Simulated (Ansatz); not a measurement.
The same path of C2H4N (7 atoms, charge 0, multiplicity 2) was run 3 times with different band settings. The coordinate that changes most is the dihedral C1–C2–N3–H7.

Level of theory: Ansatz, UKS PBE0/def2-SVP.

Relaxed end points:

```xyz
7
Properties=species:S:1:pos:R:3
C -0.915 0.322 -0.413
C 0.338 0.080 0.167
N 0.826 -1.133 0.238
H -1.489 -0.519 -0.812
H -1.329 1.330 -0.475
H 0.885 0.958 0.558
H 1.745 -1.106 0.692
```

```xyz
7
Properties=species:S:1:pos:R:3
C -0.779 0.249 -0.356
C 0.479 0.283 0.265
N 1.263 -0.736 0.507
H -1.207 -0.698 -0.698
H -1.360 1.161 -0.514
H 0.854 1.268 0.586
H 0.811 -1.595 0.166
```

Common settings: movable images 9; climbing image yes; spring 5.0 eV/Å²; start path through a guess of the saddle point; iteration limit 60; end points relaxed.

| run | optimiser | force threshold | largest step |
| --- | --- | --- | --- |
| 1 | quadratic models (default) | 0.05 eV/Å | default |
| 2 | quadratic models (default) | 0.5 eV/Å | default |
| 3 | lbfgs | 0.05 eV/Å | 0.02 Å |

Q: What does each run give, and how far can it be trusted?

A: Run 1: converged after 7 iterations, highest image 0.750 eV above the first end. A vibrational analysis at the climbing image gives one clearly imaginary mode, 556i cm⁻¹: a first-order saddle point.
Run 2: converged after 4 iterations, highest image 0.752 eV above the first end. The threshold of 0.5 eV/Å is loose, so the images may lie well off the minimum-energy path. Another band between the same ends (9 images) ends at a top of the same energy, where a vibrational analysis finds 1 clearly imaginary mode.
Run 3: converged after 53 iterations, highest image 0.751 eV above the first end. Another band between the same ends (9 images) ends at a top of the same energy, where a vibrational analysis finds 1 clearly imaginary mode.
